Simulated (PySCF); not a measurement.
Removing an electron from `C[C@@H]1CC[NH2+]C1`

Species: C5H12N (charge +1).
SMILES with atom numbers: `[CH3:1][C@@H:2]1[CH2:3][CH2:4][NH2+:5][CH2:6]1` (hydrogens: H7, H8, H9 on C1; H10 on C2; H11, H12 on C3; H13, H14 on C4; H15, H16 on N5; H17, H18 on C6)

Geometry (PBE0-D3(BJ)/def2-SVP, Å), atoms numbered from 1 in this order:
```
atom  x, y, z in Å
C1     1.903   -0.244    0.269
C2     0.615   -0.369   -0.536
C3    -0.148    0.979   -0.656
C4    -1.559    0.721   -0.148
N5    -1.372   -0.429    0.797
C6    -0.396   -1.332    0.103
H7     2.581    0.484   -0.198
H8     1.712    0.102    1.299
H9     2.435   -1.204    0.325
H10    0.860   -0.753   -1.537
H11    0.346    1.750   -0.045
H12   -0.172    1.361   -1.685
H13   -2.036    1.560    0.376
H14   -2.237    0.366   -0.937
H15   -0.966   -0.091    1.679
H16   -2.251   -0.898    1.042
H17    0.033   -2.038    0.827
H18   -0.973   -1.896   -0.643
```

Level: PBE0/def2-SVPD (PySCF). Frontier orbitals with their largest atomic shares (Löwdin; up to four atoms above 4 %):

| orbital | ε (eV) | main atoms |
| --- | --- | --- |
| HOMO−3 | -14.98 | C3 18 %, C1 13 %, C4 12 %, C2 12 % |
| HOMO−2 | -14.17 | C1 30 %, C2 16 %, C6 14 %, H7 14 % |
| HOMO−1 | -13.91 | C1 27 %, C3 19 %, C2 16 %, H9 16 % |
| HOMO | -13.73 | ? |
| LUMO | -4.47 | H16 18 %, H15 18 %, N5 15 %, C4 10 % |
| LUMO+1 | -3.43 | H15 19 %, H16 15 %, N5 15 %, H18 9 % |
| LUMO+2 | -2.80 | H16 12 %, C3 10 %, C4 8 %, H14 7 % |

Q: What vertical ionisation energy does ΔSCF give, and how far is −ε(HOMO) from it?

A: ΔSCF: 15.85 eV (1529 kJ/mol; threshold wavelength 78.2 nm); ⟨S²⟩ of the doublet left behind is 0.753, against 0.75 for a pure doublet. −ε(HOMO) is 13.73 eV, 2.12 eV below it. For the exact functional −ε(HOMO) would equal the first vertical ionisation energy; PBE0 (global hybrid, 25 % exact exchange) falls short of its own ΔSCF value by 13 %.

Q: On which atoms does the HOMO lie?

A: C2 (sp3 CH carbon) 24 %, C1 (methyl carbon) 17 %, H10 (methine hydrogen) 14 %, C3 (ring CH2 carbon) 12 %, so no atom holds as much as 40 %. The HOMO−1 lies 0.18 eV lower.

Q: And the vertical electron affinity, the fundamental gap, Mulliken's electronegativity and the hardness (with the factor ½)?

A: EA = 3.09 eV by ΔSCF (−ε(LUMO) = 4.47 eV). IE − EA = 12.76 eV against an orbital gap of 9.26 eV; (IE + EA)/2 = 9.47 eV; (IE − EA)/2 = 6.38 eV.

Q: The lowest singlet excitation (vertical TDDFT, same level) lies at 8.17 eV. How far is it below IE − EA?

A: IE − EA = 12.76 eV, so by 4.59 eV.

Q: Shift the occupied levels rigidly so that −ε(HOMO) equals the ΔSCF value. What binding energies result?

A: The shift is +2.12 eV: HOMO 15.85, HOMO−1 16.03, HOMO−2 16.29, HOMO−3 17.10 eV. A rigid shift is only a rough guide to the deeper ionisations.

Geometry: PBE0-D3(BJ)/def2-SVP, one conformer, isolated ion.
